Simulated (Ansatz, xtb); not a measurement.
**Two isomers of C3HF3**

We compare I, `C#CC(F)(F)F`, a singlet, with II, `FC=C=C(F)F`, a singlet. Both are isolated molecules in the gas phase, relaxed with B3LYP/6-31G*.

Quicker runs give these differences E(II) − E(I): GFN2-xTB +0.206 eV; HF/STO-3G +0.608 eV (at GFN2-xTB geometries); r2SCAN-D4/def2-SVP +0.466 eV (at GFN2-xTB geometries).

Estimate E(II) − E(I) at the level CCSD(T)/def2-SVP + ΔMP2/def2-TZVPP.

Calculated at CCSD(T)/def2-SVP + ΔMP2/def2-TZVPP: E(II) − E(I) = +0.724 eV, so structure I lies lower.

Level by level:

```tsv
level	geometry	E(II) − E(I) (eV)	departure from the last row (eV)	job, with rough time for the two
GFN2-xTB	GFN2-xTB	+0.206	−0.519	optimisation, 0.79 s
HF/STO-3G	GFN2-xTB	+0.608	−0.116	single point, 1.6 s
r2SCAN-D4/def2-SVP	GFN2-xTB	+0.466	−0.259	single point, 11 s
B3LYP/6-31G*	B3LYP/6-31G*	+0.480	−0.244	optimisation, 93 s
HF/def2-SVP	B3LYP/6-31G*	+0.933	+0.208	part of the CCSD(T) run
MP2/def2-SVP	B3LYP/6-31G*	+0.976	+0.252	part of the CCSD(T) run
CCSD(T)/def2-SVP	B3LYP/6-31G*	+0.813	+0.088	single point
CCSD(T)/def2-SVP + ΔMP2/def2-TZVPP	B3LYP/6-31G*	+0.724		single point, 1.8 min
```

As drawn, II has 2 C=C in place of 1 C≡C, 1 C–C.

The levels shown agree on the order. The largest departure from CCSD(T)/def2-SVP + ΔMP2/def2-TZVPP is that of GFN2-xTB, 0.519 eV. The last row adds to CCSD(T) the change of the MP2 difference between the two basis sets, here −0.088 eV.

With harmonic frequencies from B3LYP/6-31G* (ideal gas, rigid rotor, one conformer each, 298.15 K, 1 atm): on the last row, ΔE + ΔZPE = +0.756, ΔH = +0.760, ΔG = +0.704 eV.

The correlated steps freeze 6 core orbitals. Programs: Ansatz 0.2.0, xtb 6.7.1; the last row on 1 thread of AMD EPYC (Zen 3) on a shared host.
